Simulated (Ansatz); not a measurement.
Isolated molecules relaxed with PBE0-D4/def2-TZVP in Ansatz; ΔE leaves out vibrations. CBS: MP2 limit from def2 TZ/QZ plus the TZ coupled-cluster correction, frozen cores. Functionals use def2-TZVPP. B3LYP here is the variant with VWN-RPA as its local correlation; programs differ in this. One conformer a species, not always the lowest.

Consider the isomerisation: `B[SiH2]O` → `OB[SiH3]`.

`B[SiH2]O`:

Z-matrix (Å, degrees):
```
Si
O 1 1.655
B 1 2.005 2 116.3
H 1 1.500 2 111.2 3 -120.2
H 1 1.486 2 105.1 3 123.8
H 2 0.958 1 117.3 3 44.7
H 3 1.197 1 119.0 2 169.2
H 3 1.197 1 124.0 2 -13.6
```

`OB[SiH3]`:

Cartesian coordinates in Å:
```
O 0.206 1.794 -0.319
B -0.170 0.730 0.423
Si 0.103 -1.141 -0.308
H 0.039 2.640 0.107
H -0.661 0.915 1.509
H -1.208 -1.849 -0.372
H 0.972 -1.919 0.622
H 0.720 -1.169 -1.662
```

```tsv
level	ΔE (kJ/mol)
PBE-D4	-76.7
CAM-B3LYP-D4	-66.5
B3LYP	-67.2
RPA@PBE/def2-TZVPP	-67.3
```

(1) What does CCSD(T)/CBS give? (Estimate.)

Largest T1 diagnostic among the species: 0.014.

## Answers

(1) Ansatz gave: -62.0 kJ/mol. The listed levels differ from it by -14.7, -4.5, -5.2, -5.3 kJ/mol.

In def2-TZVPP, CCSD(T) changes the Hartree–Fock value by −15.4 kJ/mol (the triples alone add −3.3 kJ/mol) and MP2 by −12.7 kJ/mol. Leaving LDA and LC-ωPBE aside and taking each functional with its dispersion term where it has one, the values, not all of them listed here, spread over 16.7 kJ/mol, from PBE-D4 to BHLYP-D4. LDA lies −8.4 kJ/mol from PBE without D4.
